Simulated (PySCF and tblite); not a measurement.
Results of a calculation; reference values are marked as such.
1,3-difluoropropane, C3H6F2, numbered as in [F:1][CH2:2][CH2:3][CH2:4][F:5].

First level. Conformers came from 90 starts (ETKDG and KDG, MMFF94s, GFN2-xTB); geometries are PBE0-D3(BJ)/def2-SVP. Free energies are B3LYP-D3(BJ)/def2-SVP (IEF-PCM, chloroform) single points with GFN2-xTB rigid-rotor and vibrational terms (modes under about 50 cm⁻¹ blended into free rotors). Symmetry numbers and mirror images are counted. Conformers within 2.5 kcal/mol (GFN2-xTB free energy) were kept, 4 at most. GIAO shieldings: wB97X-D/pcSseg-1 (IEF-PCM, chloroform). Shifts are against TMS (¹H), TMS (¹³C), CFCl3 (¹⁹F) at the same level. Programs: PySCF with density fitting and tblite.

It gives, at 298.15 K, with 3 conformers (largest weight 69 %): ¹H: 4.65 (H2/H4, 4H), 1.82 (H3, 2H) ppm. ¹³C: 80.9 (C2/C4), 34.7 (C3) ppm. ¹⁹F: -244.5 (F1/F5) ppm.

Second level: PBE0-D3(BJ)/def2-SVP geometries, energies LC-wPBE-D3(BJ)/def2-SVP, shieldings wB97X-D/pcSseg-1, on up to 4 of the same conformers.

(1) How do the averaged shifts change?

Unscaled ¹⁹F shifts at such levels can be off by tens of ppm; differences between conformers or isomers are more reliable. Shifts are unscaled: against experiment ¹³C can be off by 15 ppm or more and ¹H by 0.8 ppm.

Results:

(1) 
```tsv
signal	first	second	change (ppm)
H2/H4	4.65	4.54	-0.11
H3	1.82	1.67	-0.15
C2/C4	80.9	79.1	-1.8
C3	34.7	34.4	-0.3
F1/F5	-244.5	-241.8	2.7
```

The largest weight becomes 77 %.
